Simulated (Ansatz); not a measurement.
`CN=C(F)F`, charge 0, multiplicity 1.

(1) Give a relaxed structure at PBE0-D4/def2-TZVP (the Gaussian-basis code of Ansatz). (An estimate is asked.)

## Answers

(1) Ansatz gave: 
Z-matrix (Å, degrees):
```
C
N 1 1.442
H 1 1.092 2 108.7
H 1 1.092 2 108.6 3 -116.2
H 1 1.094 2 114.3 3 121.9
C 2 1.231 1 120.9 3 -121.2
F 6 1.309 2 123.5 1 180.0
F 6 1.324 2 128.3 1 -0.0
```
Point group Cs.
